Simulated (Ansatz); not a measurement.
Species: C₄H₈, SMILES `C=CCC` (C–C–C–C torsion 120°) (charge 0, multiplicity 1).

### Question
Give a relaxed geometry from Ansatz (a first-principles code) with PBE0-D3(BJ)/def2-TZVP.

### Answer
This is not unique; one that fits is the end point of this relaxation, one of several conformers (outside a Z-matrix the atoms follow the SMILES, hydrogens last).
Cartesian coordinates (Å) in one orientation:
```xyz
12

C      1.915    -0.551    -0.006
C      0.760    -0.209    -0.558
C     -0.585    -0.447     0.041
C     -1.361     0.847     0.264
H      1.954    -1.058     0.953
H      2.862    -0.343    -0.491
H      0.767     0.302    -1.521
H     -1.164    -1.097    -0.626
H     -0.473    -0.987     0.986
H     -2.353     0.646     0.674
H     -1.491     1.393    -0.674
H     -0.831     1.503     0.958
```
